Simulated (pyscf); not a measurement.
8 silicon, germanium or tin steps of one kind (concerted two-bond exchange, closed-shell): reaction energy in kcal/mol, from the separated reactants or the lowest minimum found. PySCF, gas phase, ωB97X-D3(BJ)/def2-SVP geometries. Functionals in def2-TZVP; the last column is ωB97M-D3(BJ)/def2-TZVP. Rows were drawn at random from the steps of this kind and element class whose saddle was verified and whose references are stable.

```csv
step,PBE,M06-2X,r²SCAN,ωB97M-D3(BJ)
H₃Si–CH₂–Cl → H₃C–SiH₂–Cl,-41.1,-42.8,-43.5,-42.9
H₃C–F + SiH₂ [singlet] → HF + H₂C=SiH₂,-24.3,-21.2,-26.8,-21.2
cyclic CH₄OSi (SMILES C1O[SiH2]1) + H₂ → H₃C–O–SiH₃,-43.4,-48.1,-46.2,-48.6
cyclic H₃AsOSi (SMILES O1[SiH2][AsH]1) + H₂ -> H₃Si–O–AsH₂,(withheld),-33.0,-29.7,-34.2
cyclic H₆Si₄ (SMILES [SiH]1=[SiH][SiH2][SiH2]1) + H₂ -> :HSi–SiH₂–SiH₂–SiH₃ [singlet],-8.7,-11.7,-8.8,-13.5
S=GeH₂ + H₂ -> HS–GeH: [singlet] + H₂,(withheld),-6.6,-5.7,-9.2
O=SnH–OH + H₂ → HO–Sn:–OH [singlet] + H₂,-58.5,-65.9,-60.5,-65.7
H₂C=SiH₂ + H₂ → SiH₂ [singlet] + CH₄,-2.0,-4.7,+0.4,-6.3
```

Q: Complete the blanks.

A: 
- cyclic H₃AsOSi (SMILES O1[SiH2][AsH]1) + H₂ -> H₃Si–O–AsH₂, PBE: -26.1
- S=GeH₂ + H₂ -> HS–GeH: [singlet] + H₂, PBE: -7.9

Differences from the last column (kcal/mol): PBE: mean +3.7, median +4.6, mean size 4.5, lower in 1 of 8; M06-2X: mean +1.0, median +0.9, mean size 1.0, lower in 1 of 8; r²SCAN: mean +2.6, median +4.0, mean size 4.1, lower in 2 of 8. PBE is closest for row 6 (1.3 kcal/mol apart) and farthest for row 4 (8.1 kcal/mol). PBE, r²SCAN and M06-2X carry no added dispersion term. The last column is a level with limits of its own. Elements up to Kr have no core potential and no relativistic terms here. Elements past Kr carry the def2 core potentials, without spin-orbit coupling.
